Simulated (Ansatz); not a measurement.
Cost and result up the ladder for the cluster Li₂H⁺ (the lowest singlet isomer of a short search) (3 atoms). Total charge 1; singlet. Geometry: PBE0-D4/def2-TZVP.

Cartesian coordinates in Å:
```
Li -0.125 -1.629 -0.005
Li 0.126 1.629 0.005
H 0.000 0.000 0.000
```

Ansatz on 4 threads of AMD EPYC 7B13 on a shared host. Times are rough, summed over both states, and most runs start from the orbitals of an earlier one. CCSD(T)/def2-TZVPP serves as the yardstick here, not as an exact answer. Differences are given only for rows in sets of like size (and for xTB, whose basis is part of the method), since another set adds its own error. The other state is a quintet at its own geometry, which has other bonds, so the gap mixes isomer and spin.

B3LYP takes the VWN-RPA correlation. Correlated methods freeze no core orbitals; core or outer-core shells of Li are correlated, in sets that lack core-valence functions. HOMO above LUMO, or a gap near zero within one spin, warns that the state may not be the lowest or that an electron is smeared out. In the quintet geometry the species has come apart into loosely held pieces. At PBE0-D4/def2-TZVP a singlet of charge 1 lies 59.80 eV below the quintet, each at its own geometry. The structure comes from a short search, and lower isomers may exist.

Run but left out: GFN1-xTB, GFN2-xTB (tight binding far off the other levels); r2SCAN-D4/def2-TZVP (quintet: an occupied level 0.00 eV above an empty one).

Correlated methods converge slowly with the basis.

| level | functions | wall time |
| --- | --- | --- |
| HF/STO-3G | 11 | 0.2 s |
| MP2/def2-TZVP | 34 | 0.25 s |
| LDA (SPW92)/def2-TZVP (with forces) | 34 | 0.3 s |
| PBE0-D4/def2-TZVP | 34 | 0.35 s |
| PBE-D4/def2-TZVP | 34 | 0.4 s |
| B3LYP-D4/def2-TZVP | 34 | 0.45 s |
| BHLYP-D4/def2-TZVP | 34 | 0.45 s |
| B2PLYP/def2-TZVP | 34 | 0.55 s |
| RPA@PBE/def2-TZVP | 34 | 0.55 s |
| CCSD(T)/def2-TZVPP | 52 | 0.75 s |
| ωB97M-V/def2-TZVP | 34 | 1.1 s |

(1) Estimate what each level gives for the quintet − singlet (eV).

Answers

(1) 
| level | quintet − singlet (eV) | difference from CCSD(T)/def2-TZVPP (eV) | remarks |
| --- | --- | --- | --- |
| HF/STO-3G | 61.14 | – | – |
| MP2/def2-TZVP | 62.40 | -0.39 | – |
| LDA (SPW92)/def2-TZVP (with forces) | 57.51 | -5.29 | gap within one spin near zero (quintet) |
| PBE0-D4/def2-TZVP | 59.80 | -3.00 | – |
| PBE-D4/def2-TZVP | 57.92 | -4.88 | gap within one spin near zero (quintet) |
| B3LYP-D4/def2-TZVP | 59.95 | -2.84 | – |
| BHLYP-D4/def2-TZVP | 62.07 | -0.72 | – |
| B2PLYP/def2-TZVP | 61.84 | -0.95 | – |
| RPA@PBE/def2-TZVP | 54.34 | -8.45 | – |
| CCSD(T)/def2-TZVPP | 62.80 | 0.00 | – |
| ωB97M-V/def2-TZVP | 61.75 | -1.05 | – |
